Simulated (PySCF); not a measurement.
Structure problem from calculated spectra and properties.

Elements present: C, H and N. Monoisotopic mass: 71.0604 u (electron mass counted); charge +1.

- 13C NMR: chemical shifts (computed TMS as zero) by class: 174.4 (2 C), 104.0 (1 C) ppm [GIAO B3LYP/pcSseg-2]
- Valence photoelectron: vertical ionisation energy: 13.77 eV [ΔSCF B3LYP/def2-SVPD]
- NMR, other nuclei: isotropic shieldings of nuclei other than C and H, by class: 124 (2 N) ppm [GIAO B3LYP/pcSseg-2]
- UV, first state: lowest singlet excitation: 5.26 eV (236 nm, f = 0.728) [TDDFT B3LYP/def2-SVPD]
- Couplings: largest of the computed one-bond spin–spin couplings (means over like bonds): 13C–1H +177.2 (×2), 13C–1H +170.3, 15N–1H -102.0 (×4), 13C–13C +75.7 (×2), 15N–13C -20.5 (×2) Hz [B3LYP/pcJ-1, spin–dipole term left out for some pairs]
- Rotational structure: rotational constants A, B, C: 34.092, 2.172, 2.042 GHz [PBE0-D3(BJ)/def2-SVP]
- Polarisability: 59.1 au [B3LYP/def2-SVPD]

Electronic properties: PySCF, gas phase, density fitting. Levels stand in brackets. The structure is a single PBE0-D3(BJ)/def2-SVP conformer in the gas phase; no vibrational or solvent corrections. Each NMR value is the plain mean over a class of atoms that symmetry, rotation or inversion makes alike.

Problem. Which formula fits the mass and the elements?

Solution. C3H7N2 (calculated 71.0604). No other formula that holds each of these elements comes within 0.0003 u with a fitting electron parity and a possible valence count.

Problem. What is the compound? Reason from the data.

Solution. Numbering: `[NH2:1]/[CH:2]=[CH:3]/[CH:4]=[NH2+:5]`. 3 carbons fall into 2 classes; from least to most shielded: carbon bonded to C, N and H [C2/C4] (174.4 ppm, 2 C), alkene CH carbon [C3] (104.0 ppm). The other shieldings belong to: 124 ppm, nitrogen bonded to C and 2 H [N1/N5]. The couplings run between: +177.2 Hz, carbon bonded to C, N and H [C2] and its hydrogen (with 1 like pair); +170.3 Hz, alkene CH carbon [C3] and its hydrogen; -102.0 Hz, nitrogen bonded to C and 2 H [N1] and its hydrogen (with 3 like pairs); +75.7 Hz, carbon bonded to C, N and H [C2] and alkene CH carbon [C3] (with 1 like pair); -20.5 Hz, nitrogen bonded to C and 2 H [N1] and carbon bonded to C, N and H [C2] (with 1 like pair). S1 is mainly HOMO→LUMO (weight 0.98); the largest Löwdin shares of the orbital it empties are 0.31 on the alkene CH carbon and 0.20 on each of 2 atoms of one kind (nitrogen bonded to C and 2 H), of the orbital it fills 0.26 on each of 2 atoms of one kind (carbon bonded to C, N and H) and 0.17 on each of 2 atoms of one kind (nitrogen bonded to C and 2 H). The optimised geometry has point group C2v and is an asymmetric top. Structure: streptocyanine-3 (`N/C=C/C=[NH2+]`). The assignments are read from this structure; whether some other isomer fits the data as well wasn't checked.

Shape of the structure used: `[NH2:1]/[CH:2]=[CH:3]/[CH:4]=[NH2+:5]`: C2–C3–C4–N5 180°, H–N1–C2–C3 180°, H–N1–C2–C3 0°.
